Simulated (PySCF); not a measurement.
Core binding energy against partial charge

C5H3Cl.
Structure used (PBE0-D3(BJ)/def2-SVP), in Å, numbered top down from 1:
```
atom  x, y, z in Å
C1     2.3248   -0.7980    0.5371
C2     1.1194   -0.7556    0.6177
C3    -0.3350   -0.7075    0.6823
Cl4   -0.9303   -1.6006    2.1489
C5    -0.8552    0.6529    0.6752
C6    -1.2907    1.7801    0.6445
H7     3.3970   -0.8340    0.4738
H8    -0.7564   -1.2637   -0.1704
H9    -1.6771    2.7827    0.6248
```

Binding energies: delta-SCF UKS SCAN, pcX-2 on the ionised atom, pcseg-1 elsewhere, spin-free X2C (PySCF 2.14.0). Charges: PBE0/pcSseg-1 ground-state density, for the ionised atom.

```json
{"atom": "C1", "environment": "terminal alkyne carbon", "C 1s (eV)": "290.89", "Mulliken (e)": "-0.318", "IAO (e)": "-0.194", "Hirshfeld (e)": "-0.086", "ESP (e)": "-0.515"}
{"atom": "C2", "environment": "alkyne carbon", "C 1s (eV)": "291.31", "Mulliken (e)": "+0.336", "IAO (e)": "-0.028", "Hirshfeld (e)": "-0.048", "ESP (e)": "+0.282"}
{"atom": "C3", "environment": "sp3 C–Cl carbon", "C 1s (eV)": "294.03", "Mulliken (e)": "-0.342", "IAO (e)": "-0.103", "Hirshfeld (e)": "+0.039", "ESP (e)": "-0.453"}
```

How well does each charge scheme correlate with the binding energies over these sites?

Hirshfeld: r = 0.98, slope 26.3 eV per e; IAO: r = 0.18, slope 3.7 eV per e; ESP: r = -0.32, slope -1.2 eV per e; Mulliken: r = -0.42, slope -1.9 eV per e. Hirshfeld charges have the highest r, on only 3 points.

The point-charge model writes a binding energy as kq + V + constant, with V the potential of the other atoms' charges at the site. What does it give with the Hirshfeld charges?

V = Σ 14.40 eV Å × q/r over all other atoms: +0.98 eV at C1, -0.07 eV at C2, -0.55 eV at C3. Fitting binding energy − V to q gives k = 37.4 eV per e and leaves an rms residual of 0.02 eV, against 0.25 eV for the fit on q alone. The model has no term for differences in relaxation between sites.

The unrestricted hole states depart most from a pure doublet (⟨S²⟩ = 0.75; over 0.85 named) for C 1s of C2/C5 (0.86), which makes this value less certain. Geometry: PBE0-D3(BJ)/def2-SVP; no solvent, vibrations or thermal averaging.
